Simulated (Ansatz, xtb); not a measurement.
C4H8Cl2: which of two isomers lies lower

Structure X: `CC(C)(Cl)CCl`, a singlet. Structure Y: `C[C@H](Cl)[C@H](C)Cl`, a singlet. Both are isolated molecules in the gas phase, relaxed with B3LYP-D3(BJ)/def2-SVP; the shapes shown needn't be the lowest conformers.

X (Å):

```xyz
14

C    -1.2449   -0.6636    1.5407
C    -0.5631    0.6980    1.5058
C    -0.9592    1.5787    2.6836
C     0.9547    0.5914    1.3352
Cl   -1.1035    1.5553   -0.0412
Cl    1.7400   -0.2281    2.7469
H    -2.3367   -0.5452    1.5833
H    -0.9918   -1.2533    0.6477
H    -0.9114   -1.2165    2.4319
H    -0.5038    2.5761    2.5996
H    -0.6145    1.1139    3.6197
H    -2.0512    1.6956    2.7254
H     1.2036    0.0034    0.4435
H     1.4055    1.5878    1.2510
```

Y (Å):

```yaml
atoms:
  - { symbol: C, position_ang: [-2.0322, -1.5041, -0.0727] }
  - { symbol: C, position_ang: [-1.1460, -0.8981, -1.1464] }
  - { symbol: C, position_ang: [-0.5693, 0.4741, -0.7971] }
  - { symbol: C, position_ang: [0.2790, 1.1006, -1.8893] }
  - { symbol: Cl, position_ang: [0.1745, -2.0740, -1.5789] }
  - { symbol: Cl, position_ang: [0.3849, 0.4099, 0.7516] }
  - { symbol: H, position_ang: [-2.8625, -0.8163, 0.1583] }
  - { symbol: H, position_ang: [-2.4536, -2.4591, -0.4155] }
  - { symbol: H, position_ang: [-1.4561, -1.6765, 0.8464] }
  - { symbol: H, position_ang: [-1.7167, -0.7666, -2.0790] }
  - { symbol: H, position_ang: [-1.4292, 1.1223, -0.5664] }
  - { symbol: H, position_ang: [0.6108, 2.1045, -1.5905] }
  - { symbol: H, position_ang: [-0.3106, 1.1869, -2.8170] }
  - { symbol: H, position_ang: [1.1609, 0.4783, -2.0930] }
```

Q: Estimate which is lower in electronic energy at CCSD(T)/def2-SVP + ΔMP2/def2-TZVPP, and by roughly how much.

A: Too close to call at this level: CCSD(T)/def2-SVP + ΔMP2/def2-TZVPP gives E(Y) − E(X) = +1.92 kcal/mol.

Level by level:

```json
{"level": "GFN2-xTB", "geometry": "GFN2-xTB", "E(Y) − E(X) (kcal/mol)": "+2.56", "departure from the last row (kcal/mol)": "+0.64", "job, with rough time for the two": "optimisation, 0.18 s"}
{"level": "HF/STO-3G", "geometry": "GFN2-xTB", "E(Y) − E(X) (kcal/mol)": "+1.27", "departure from the last row (kcal/mol)": "−0.64", "job, with rough time for the two": "single point, 0.54 s"}
{"level": "r2SCAN-D4/def2-SVP", "geometry": "GFN2-xTB", "E(Y) − E(X) (kcal/mol)": "+1.62", "departure from the last row (kcal/mol)": "−0.30", "job, with rough time for the two": "single point, 6.6 s"}
{"level": "B3LYP-D3(BJ)/def2-SVP", "geometry": "B3LYP-D3(BJ)/def2-SVP", "E(Y) − E(X) (kcal/mol)": "+1.15", "departure from the last row (kcal/mol)": "−0.77", "job, with rough time for the two": "optimisation, 47 s"}
{"level": "HF/def2-SVP", "geometry": "B3LYP-D3(BJ)/def2-SVP", "E(Y) − E(X) (kcal/mol)": "+1.34", "departure from the last row (kcal/mol)": "−0.58", "job, with rough time for the two": "part of the CCSD(T) run"}
{"level": "MP2/def2-SVP", "geometry": "B3LYP-D3(BJ)/def2-SVP", "E(Y) − E(X) (kcal/mol)": "+1.99", "departure from the last row (kcal/mol)": "+0.08", "job, with rough time for the two": "part of the CCSD(T) run"}
{"level": "CCSD(T)/def2-SVP", "geometry": "B3LYP-D3(BJ)/def2-SVP", "E(Y) − E(X) (kcal/mol)": "+1.96", "departure from the last row (kcal/mol)": "+0.04", "job, with rough time for the two": "single point"}
{"level": "CCSD(T)/def2-SVP + ΔMP2/def2-TZVPP", "geometry": "B3LYP-D3(BJ)/def2-SVP", "E(Y) − E(X) (kcal/mol)": "+1.92", "departure from the last row (kcal/mol)": "", "job, with rough time for the two": "single point, 70 s"}
```

As drawn, both hold the same kinds of bond in the same numbers.

The largest departure from CCSD(T)/def2-SVP + ΔMP2/def2-TZVPP is that of B3LYP-D3(BJ)/def2-SVP, 0.77 kcal/mol. The last row adds to CCSD(T) the change of the MP2 difference between the two basis sets, here −0.04 kcal/mol.

With harmonic frequencies from B3LYP-D3(BJ)/def2-SVP (ideal gas, rigid rotor, one conformer each, 298.15 K, 1 atm): the zero-point term adds +0.18 kcal/mol; ΔH is +2.08 and ΔG +2.37 kcal/mol.

The correlated steps freeze 14 core orbitals. Mirror images aren't counted in ΔG. Codes used: Ansatz 0.2.0, xtb 6.7.1; the last row on 2 threads of Arm Neoverse V1 on a shared host.
